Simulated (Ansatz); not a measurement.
Mulliken charges of `[NH]` (triplet) from r2SCAN/def2-TZVPP in Ansatz (PBE0-D4/def2-TZVP geometry).

```
atom  x (Å)  y (Å)   z (Å)  charge (e)
  N1  0.000  0.000  -0.002      -0.145
  H2  0.000  0.000   1.038       0.145
```

Q: By hand: the dipole of these point charges (1 e Å = 4.8032 D).

A: Σ q r = (0.000, 0.000, 0.151) e Å, of length 0.151 e Å = 0.73 D.

Q: How does the dipole of the full density compare? (An estimate is asked.)

A: The calculation gave: (0.000, 0.000, 0.326) e Å, 1.57 D; the point charges give 0.46 times that, at 0° from its direction.

Point charges leave out the atoms' own dipoles, such as those of lone pairs, and Mulliken's split depends on the basis, so the two needn't agree.
